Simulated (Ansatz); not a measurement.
Input for Ansatz (development build ahead of 0.2.0):

```yaml
crystal:
  periodic: [false, false, false]
  atoms:
    - { symbol: C, position_ang: [-0.70795, 0.59682, 0.08746] }
    - { symbol: C, position_ang: [-0.45956, -0.63582, 0.50889] }
    - { symbol: C, position_ang: [0.16617, 1.49578, -0.74047] }
    - { symbol: C, position_ang: [0.76458, -1.47515, 0.27518] }
    - { symbol: H, position_ang: [-1.66433, 1.02835, 0.36901] }
    - { symbol: H, position_ang: [-1.23216, -1.11651, 1.10231] }
    - { symbol: H, position_ang: [1.11664, 1.03836, -1.00786] }
    - { symbol: H, position_ang: [-0.34298, 1.77705, -1.66596] }
    - { symbol: H, position_ang: [0.37958, 2.42274, -0.20186] }
    - { symbol: H, position_ang: [1.52123, -0.96947, -0.32137] }
    - { symbol: H, position_ang: [1.2214, -1.75766, 1.22719] }
    - { symbol: H, position_ang: [0.49899, -2.40372, -0.23674] }
basis:
  gaussian: { orbitals: def2-SVP }
magnetization:
  spin_polarized: true
  initial_magnetization: 2
hamiltonian:
  xc: hf
output:
  forces: true
```

The input is written out in the form of the current development build from the run's settings.

Output:

```json
{
 "Converged": "yes",
 "Total energy": "-155.86512 hartree",
 "Spin squared of the determinant": "2.022",
 "Stability test": "minimum"
}
```

Forces (eV/Å):
```
atom      Fx       Fy      Fz
  C1  -2.309   11.001  -3.716
  C2   2.124  -11.006   3.809
  C3  -0.187   -0.252   0.204
  C4  -0.286    0.239   0.036
  H5   0.085    0.066  -0.071
  H6   0.110   -0.061  -0.027
  H7   0.038    0.021  -0.028
  H8   0.052    0.084  -0.127
  H9   0.097    0.123  -0.037
 H10   0.046   -0.017  -0.015
 H11   0.138   -0.078   0.032
 H12   0.092   -0.119  -0.059
```
